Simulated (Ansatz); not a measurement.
**AlH₂− (singlet): wave-function methods side by side at distance Al1–H2 = 1.536 Å, aug-cc-pVDZ**

Aim: climb from Hartree-Fock through coupled cluster and multireference methods for AlH₂− (singlet) at one geometry and basis, and see what each rung misses.

The runs use Ansatz 0.2.0, Gaussian basis; aug-cc-pVDZ, core rule «outside noble gas», up to 5 orbitals frozen.

Plan: UHF; CCSD(T) on RHF; CCSD(T) on UHF; BCCD(T) on RHF; CISD; CCSDT(Q) on RHF; CCSDT(Q) on UHF; CCSDTQ on RHF; CASSCF and MRCISD+Q, 2 electrons in 2 orbitals; CASSCF and NEVPT2, 2 electrons in 2 orbitals; CASSCF and MRCISD+Q, 6 electrons in 6 orbitals; CASSCF and NEVPT2, 6 electrons in 6 orbitals; Full CI.

### Step 1. The geometry

The geometry derives from a PBE0/def2-TZVPD stationary point (not a proven minimum). One bond is set to the value named and the two fragments are kept rigid.

3 atoms, charge -1, spin multiplicity 1.

Atoms are counted from 1 here; the program's logs count them from 0.

Bond lengths: Al1–H2 1.536 Å, Al1–H3 1.697 Å. Angles: H2–Al1–H3 93.2°.

### Step 2. UHF

Input file in.yaml:

```yaml
crystal:
  periodic: [false, false, false]
  atoms:
    - {symbol: Al, position_ang: [0.000000, -0.077208, -0.004061]}
    - {symbol: H, position_ang: [0.000000, 0.978141, -1.120097]}
    - {symbol: H, position_ang: [0.000000, 1.088633, 1.228819]}
basis:
  gaussian: {orbitals: aug-cc-pVDZ}
total_charge: -1
magnetization: {spin_polarized: true, initial_magnetization: 0}
hamiltonian: {xc: hf}
output: {orbitals: {seedname: orbitals}}
```

Started as:

```bash
ansatz run in.yaml --threads 1 --pin off --events-out ev --progress --plain --max-ram 4096MiB --backend cpu
```

Further steps of the session: CCSD(T) on RHF; CCSD(T) on UHF; BCCD(T) on RHF; CISD; CCSDT(Q) on RHF; CCSDT(Q) on UHF; CCSDTQ on RHF; CASSCF and MRCISD+Q, 2 electrons in 2 orbitals; CASSCF and NEVPT2, 2 electrons in 2 orbitals; CASSCF and MRCISD+Q, 6 electrons in 6 orbitals; CASSCF and NEVPT2, 6 electrons in 6 orbitals; Full CI.

Q: Predict the results of all the runs planned. Wanted: FCI from the RHF energy; RMP2 from FCI; UMP2 from FCI; RCCSD from FCI; RCCSD(T) from FCI; UCCSD(T) from FCI; RCCSDT(Q) from FCI; UCCSDT(Q) from FCI; NEVPT2 pair from FCI.

The runs gave:

```
                         quantity                                                                                         value
          FCI from the RHF energy                                                                                    -3.1491 eV
                    RMP2 from FCI                                                                                    +844.3 meV
                    UMP2 from FCI                                                                                    +970.3 meV
                   RCCSD from FCI                                                                                     +96.3 meV
                RCCSD(T) from FCI                                                                                     +24.5 meV
                UCCSD(T) from FCI                                                                                     +33.5 meV
               RCCSDT(Q) from FCI                                                                                      +0.8 meV
               UCCSDT(Q) from FCI                                                                                      +0.9 meV
             NEVPT2 pair from FCI                                                                                    +780.2 meV
          NEVPT2 valence from FCI                                                                                    +778.1 meV
        MRCISD+Q valence from FCI                                                                                      +9.0 meV
levels within 1 kcal/mol (43 meV)  RCCSD(T), UCCSD(T), BCCD(T), RCCSDT, UCCSDT, RCCSDT(Q), UCCSDT(Q), RCCSDTQ, MRCISD+Q valence
                    T1 diagnostic                                                                                         0.017
   effectively unpaired electrons                                                                                          0.13
```

In words: RCCSD(T) misses by +24.5 meV, 0.8 % of the correlation energy. One determinant dominates. Of the multireference levels listed MRCISD+Q valence comes nearest in total energy (+9.0 meV), which doesn't show that its space is the better one. These misses are within one basis, not against nature.
